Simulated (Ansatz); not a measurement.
# The beryllium atom (singlet): the correlation ladder, 6-31++G**

Aim: climb from Hartree-Fock through coupled cluster and multireference methods for the beryllium atom (singlet) at one geometry and basis, and see what each rung misses.

Method: 6-31++G**, core rule «outside noble gas», up to 1 orbitals frozen; program: Ansatz 0.2.0, Gaussian basis.

To be run: CCSD(T) on UHF; BCCD(T) on RHF; CASSCF and MRCISD+Q, 2 electrons in 4 orbitals; CASSCF and MRCISD+Q(relaxed), 2 electrons in 4 orbitals; CASSCF and NEVPT4(SD), 2 electrons in 4 orbitals; CASSCF and NEVPT2, 2 electrons in 4 orbitals; Full CI.

### Step 1. The atom

A free atom, in its lowest state of this spin that the program finds.

1 atom, charge 0, spin multiplicity 1.

### Step 2. CCSD(T) on UHF

Contents of in.yaml:

```yaml
crystal:
  periodic: [false, false, false]
  atoms:
    - {symbol: Be, position_ang: [0.000000, 0.000000, 0.000000]}
basis:
  gaussian: {orbitals: "6-31++G**"}
magnetization: {spin_polarized: true, initial_magnetization: 0}
correlation: {method: ccsd_t, electrons: outside_noble_gas}
```

The run is started by

```bash
ansatz run in.yaml --threads 1 --pin off --events-out ev --progress --plain --max-ram 3916MiB
```

The runs that follow: BCCD(T) on RHF; CASSCF and MRCISD+Q, 2 electrons in 4 orbitals; CASSCF and MRCISD+Q(relaxed), 2 electrons in 4 orbitals; CASSCF and NEVPT4(SD), 2 electrons in 4 orbitals; CASSCF and NEVPT2, 2 electrons in 4 orbitals; Full CI.

Q: Predict the results of all the runs planned. Wanted: FCI below the UHF energy; UMP2 from FCI; UCCSD(T) from FCI; NEVPT2 valence from FCI; NEVPT4(SD) valence from FCI; MRCISD+Q valence from FCI; effectively unpaired electrons.

As calculated:

| quantity | value |
| --- | --- |
| FCI below the UHF energy | -1.2228 eV |
| UMP2 from FCI | +12.20 kcal/mol |
| UCCSD(T) from FCI | 0.00 kcal/mol |
| NEVPT2 valence from FCI | +0.39 kcal/mol |
| NEVPT4(SD) valence from FCI | +0.06 kcal/mol |
| MRCISD+Q valence from FCI | -0.03 kcal/mol |
| levels within 1 kcal/mol (43 meV) | UCCSD, UCCSD(T), BCCD(T), NEVPT2 valence, NEVPT4(SD) valence, MRCISD valence, MRCISD+Q valence, MRCISD+Q(relaxed) valence |
| effectively unpaired electrons | 0.16 |

What this shows: UCCSD(T) lands 0.00 kcal/mol from the yardstick (0.0 % of the correlation energy). MRCISD+Q(relaxed) valence falls below full CI: the +Q correction isn't variational, and the cores differ from full CI's. One determinant dominates. Of the multireference levels listed MRCISD+Q valence comes nearest in total energy (-0.03 kcal/mol), which doesn't show that its space is the better one. Coupled cluster took another determinant than the lowest Hartree-Fock one. These misses are within one basis, not against nature. With two correlated electrons CCSD is exact in the basis.
